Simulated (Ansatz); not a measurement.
Geometry optimisation, RKS B3LYP-D4/STO-3G (Ansatz).

The input (input.yaml):

```yaml
crystal:
  periodic: [false, false, false]
  atoms:
    - { symbol: C, position_ang: [-0.6239, -0.3454, -1.9238] }
    - { symbol: C, position_ang: [0.3597, 0.7078, -1.4376] }
    - { symbol: H, position_ang: [-1.6152, 0.0863, -2.0478] }
    - { symbol: H, position_ang: [-0.3047, -0.7522, -2.8816] }
    - { symbol: H, position_ang: [-0.695, -1.1622, -1.2077] }
    - { symbol: H, position_ang: [1.346, 0.2715, -1.293] }
    - { symbol: H, position_ang: [0.0261, 1.1306, -0.4927] }
    - { symbol: H, position_ang: [0.4471, 1.5174, -2.1592] }
    - { symbol: C, position_ang: [0.4224, 0.149, 2.395] }
    - { symbol: C, position_ang: [-0.3028, -1.0044, 1.9411] }
    - { symbol: "N", position_ang: [-0.878, -1.9223, 1.5779] }
    - { symbol: H, position_ang: [1.3169, 0.278, 1.7865] }
    - { symbol: H, position_ang: [-0.2077, 1.0331, 2.3061] }
    - { symbol: H, position_ang: [0.7091, 0.0129, 3.4369] }
basis:
  gaussian: { orbitals: STO-3G }
hamiltonian:
  xc: b3lyp
  dispersion: d4
relax:
  f_tol: 0.02
  max_steps: 40
```

Launched with:

```bash
$ ansatz run input.yaml --threads 1 --pin off --max-ram 2048MiB --backend cpu --events-out ev --progress --plain --runs-dir out
```

Q: Where does it end, and by what steps?

A: It converged. The force dipped under the threshold on the way, but the program's further checks kept it going. Limits of this set-up: minimal basis. After 14 steps the energy has fallen by 0.333 eV; N11 moved furthest, 0.51 Å.

```tsv
step	energy less start (eV)	largest force component (eV/Å)	accepted
0	0.0000	6.086	yes
1	-0.3039	1.560	yes
2	-0.3216	0.443	yes
3	-0.3267	0.118	yes
4	-0.3297	0.132	yes
5	-0.3317	0.137	yes
6	-0.3323	0.055	yes
7	-0.3325	0.013	yes
8	-0.3326	0.018	yes
9	-0.3315	0.147	no
10	-0.3328	0.029	yes
11	-0.3327	0.105	no
12	-0.3329	0.013	yes
13	-0.3329	0.042	no
14	-0.3330	0.009	yes
```

```xyz
14
Properties=species:S:1:pos:R:3
C -0.673 -0.418 -1.955
C 0.258 0.695 -1.409
H -1.594 0.017 -2.374
H -0.170 -0.990 -2.750
H -0.952 -1.113 -1.147
H 1.179 0.260 -0.991
H -0.244 1.266 -0.613
H 0.543 1.398 -2.207
C 0.536 0.164 2.502
C -0.230 -0.867 1.737
N -0.844 -1.688 1.121
H 1.454 0.437 1.952
H -0.081 1.069 2.639
H 0.817 -0.231 3.495
```

Whether the end is a true minimum wasn't checked by a vibrational analysis.

The run took 36 s on 1 thread of Arm Neoverse V1, with other jobs on the host, peak memory 0.11 GiB.
